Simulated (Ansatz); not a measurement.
A run of Ansatz (development build ahead of 0.2.0) on doublet CH at this shape:

```xyz
2

C    -0.0396    0.0254   -0.2380
H    -0.0576   -0.0002    1.0313
```

Its results:

- Converged: yes
- Reference energy: -37.76292 hartree
- Correlation energy: -0.02266 hartree
- Total energy: -37.78559 hartree
- Spin squared of the determinant: 0.986

**Question.** Which input gives this output? Name the method, the orbitals and the basis set, and write the input.

**Answer.** UHF-MP2 in STO-3G.

```yaml
crystal:
  periodic: [false, false, false]
  atoms:
    - { symbol: C, position_ang: [-0.03957, 0.0254, -0.23797] }
    - { symbol: H, position_ang: [-0.05757, -0.00023, 1.03132] }
basis:
  gaussian: { orbitals: STO-3G }
magnetization:
  spin_polarized: true
  initial_magnetization: 1
hamiltonian:
  xc: hf
correlation:
  method: mp2
  frozen_orbitals: { C: 1, H: 0 }
```

Caution: the unrestricted determinant is spin contaminated.
